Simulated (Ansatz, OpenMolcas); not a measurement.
# How methods differ on BCl (SMILES [B]Cl)

BCl: 2 atoms, total charge 0, spin state singlet. SMILES: `[B]Cl`. Geometry: relaxed at PBE0-D4/def2-TZVP.

```tsv
atom	x (Å)	y (Å)	z (Å)
B	0.0000	0.0000	-0.0697
Cl	0.0000	0.0000	1.6482
```

Each level gives the energy change with the B1–Cl2 bond stretched from 1.718 to 2.147 Å (eV). The values are calculated.

```tsv
level	kind	program	value (eV)	less FCI/STO-3G
HF/STO-3G (restricted)	Hartree–Fock	Ansatz	0.92	+0.19
SVWN5/STO-3G (restricted)	LDA	Ansatz	0.77	+0.04
revPBE/STO-3G (restricted)	GGA	Ansatz	0.58	-0.15
CAM-B3LYP/STO-3G (restricted)	range-separated hybrid	Ansatz	0.83	+0.10
B2PLYP/STO-3G (restricted)	double hybrid	Ansatz	0.77	+0.04
RPA@PBE/STO-3G (restricted)	RPA	Ansatz	0.66	-0.07
MP2/STO-3G (restricted)	perturbation theory	Ansatz	0.87	+0.14
ACPF/STO-3G (restricted)	coupled cluster or CI	OpenMolcas	0.73	0.00
CCSDT/STO-3G (restricted)	coupled cluster or CI	Ansatz	0.74	+0.01
FCI/STO-3G	exact in the basis	OpenMolcas	0.73	0.00
```

FCI/STO-3G is exact within its basis and frozen core, so for wave-function methods in that basis the difference is their error; functionals converge differently with the basis, so for them it is only a difference. The first shape isn't each level's own minimum. The values span 0.58 to 0.92 eV. All rows use very small basis sets, so even the best lies far from the true value.
